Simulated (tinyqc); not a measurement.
Inside a calculation. Method: UKS/BLYP in the sto-3g basis, for BH, spin multiplicity 3. One step of it, computed by the program tinyqc.

Task: Orthogonalisation. S = U s U^T; symmetric (Loewdin) form X = U s^(-1/2) U^T, so that X^T S X = 1.

overlap S, lower triangle:
```
           1B 1s     1B 2s    1B 2px    1B 2py    1B 2pz     2H 1s
1B 1s   1.000000
1B 2s   0.269328  1.000000
1B 2px  0.000000  0.000000  1.000000
1B 2py  0.000000  0.000000  0.000000  1.000000
1B 2pz  0.000000  0.000000  0.000000  0.000000  1.000000
2H 1s   0.059606  0.451373  0.000000  0.000000  0.471542  1.000000
```

Give: eigenvalues of S; X.

Result:

eigenvalues of S: 0.3336  0.7965  1.0000  1.0000  1.1699  1.7000

X, lower triangle:
```
          1B 1s    1B 2s  1B 2px  1B 2py   1B 2pz   2H 1s
1B 1s    1.0303
1B 2s   -0.1537   1.1489
1B 2px   0.0000   0.0000  1.0000
1B 2py   0.0000   0.0000  0.0000  1.0000
1B 2pz  -0.0127   0.1223  0.0000  0.0000   1.1244
2H 1s    0.0277  -0.3260  0.0000  0.0000  -0.3331  1.2398
```
